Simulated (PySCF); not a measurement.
## Relaxation of singlet H₃NO

Level of theory: PBE0 in PySCF with N def2-TZVP, O def2-TZVP, H def2-TZVP; no relativity; density-fitted integrals. A (50,194) grid was used.

A start displaced from a saddle point along its imaginary mode, of Cs symmetry, held to at least that symmetry:

Coordinates in bohr (charge 0 multiplicity 1):
```
N     0.0000    1.7471    0.0041
O     0.0000   -1.8723   -0.0131
H     1.7153    0.8953    0.1886
H     0.0000    3.6493   -0.2268
H    -1.7153    0.8953    0.1886
```

Optimiser trace:
| step | E − E(last) (kJ/mol) | largest gradient (Eh/bohr) |
| --- | --- | --- |
| 0 | 389.68 | 0.03124 |
| 1 | 287.28 | 0.03587 |
| 2 | 214.49 | 0.06000 |
| 3 | 164.39 | 0.11158 |
| 4 | 48.98 | 0.09358 |
| 5 | 37.14 | 0.08747 |
| 6 | 8.37 | 0.02696 |
| 7 | 2.67 | 0.02387 |
| 8 | 1.60 | 0.01215 |
| 9 | 0.37 | 0.00640 |
| 10 | 0.00 | 0.00061 |
| 11 | 0.00 | 0.00010 |

It ends at C3v with N–H 1.034 Å (×3), N–O 1.338 Å; H–N–H 105.2° (×3), H–N–O 113.4° (×3). A frequency run shows a minimum. Other isomers or separated fragments may lie lower.

The relaxation took roughly 19 core-seconds on a shared host.
